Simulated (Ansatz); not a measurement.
# AlB− (doublet): relaxing a cheap start

Where does this start of AlB− (doublet) end when it is relaxed?

Program: Ansatz 0.2.0, Gaussian basis. Level of theory: UKS PBE0/def2-TZVPD. These are calculated values, not measurements.

## (1) The system as given

2 atoms, charge -1, spin multiplicity 2.

Atoms are counted from 1 here; the program's logs count them from 0.

Bond lengths: B1–Al2 1.907 Å.

The start is set by covalent radii. Sticks and bond lists go by distance. 

## (2) Relaxation

File in.yaml:

```yaml
crystal:
  periodic: [false, false, false]
  atoms:
    - {symbol: B, position_ang: [0.000000, 0.000000, 0.000000]}
    - {symbol: Al, position_ang: [0.000000, 0.000000, 1.906500]}
basis:
  gaussian: {orbitals: def2-TZVPD}
total_charge: -1
magnetization: {spin_polarized: true, initial_magnetization: 1}
hamiltonian: {xc: pbe0}
relax: {f_tol: 0.004, max_steps: 80}
```

Run with:

```
ansatz run in.yaml --threads 1 --pin off --events-out ev --progress --plain --max-ram 2176MiB
```

What does the calculation give? Wanted: energy gained; shift from the start; total energy; ⟨S²⟩.

The runs gave:

| quantity | value |
| --- | --- |
| steps | 4 |
| energy gained | 0.186 eV |
| shift from the start (rms) | 0.085 Å |
| total energy | -7265.3700 eV |
| ⟨S²⟩ | 1.783 |

What this shows: The bonds of the start are those of the end. B1–Al2 went from 1.907 to 2.076 Å. The determinant is spin-contaminated (excess 1.03). No vibrations were run, so this is a stationary point, not a proven minimum, and this spin need not be the ground state's.
